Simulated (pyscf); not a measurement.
O=Si(Cl)–Cl + H₂ → HO–SiH(Cl)–Cl, an addition across a multiple bond or ene-type step (singlet surface; H–H broken, H–O, H–Si formed). Optimised with ωB97X-D3(BJ)/def2-SVP in PySCF. Energies in kcal/mol from the separated reactants.

Small-basis levels: PySCF, no dispersion term, spherical d functions. AM1 to PM7: differences of heats of formation from MOPAC, which are fitted to 298 K values and so differ in kind from electronic energies by zero-point and thermal terms. Cost: rough CPU time at the saddle relative to B3LYP/6-31G*, from one job on a shared machine.

| level | barrier | reaction energy | cost |
|---|---|---|---|
| MP2/6-31G* | 26.9 | -45.4 | 0.1 |
| BP86/6-31G* | 17.9 | -45.0 | 1 |
| B3LYP/6-31G* | … | -49.2 | 1 |
| PBE/def2-SVP | … | -51.2 | 1 |
| AM1 | 55.9 | -33.0 | under 0.02 |
| PM3 | 43.6 | -22.1 | under 0.02 |
| PM7 | 50.0 | -1.8 | under 0.02 |
| ωB97M-D3(BJ)/def2-TZVP | … | -53.1 | – |

Problem. What belongs in the gaps?

Solution. 
- B3LYP/6-31G*, barrier: 21.2
- PBE/def2-SVP, barrier: 10.2
- ωB97M-D3(BJ)/def2-TZVP, barrier: 14.6

Against the last row the barrier runs from -4.4 (PBE/def2-SVP) to +41.3 kcal/mol (AM1). ωB97M-D3(BJ)/def2-TZVP has limits of its own. At the saddle there is also a short H–Si contact that neither side keeps. This is the saddle that the search found; another between the same sides may lie lower.
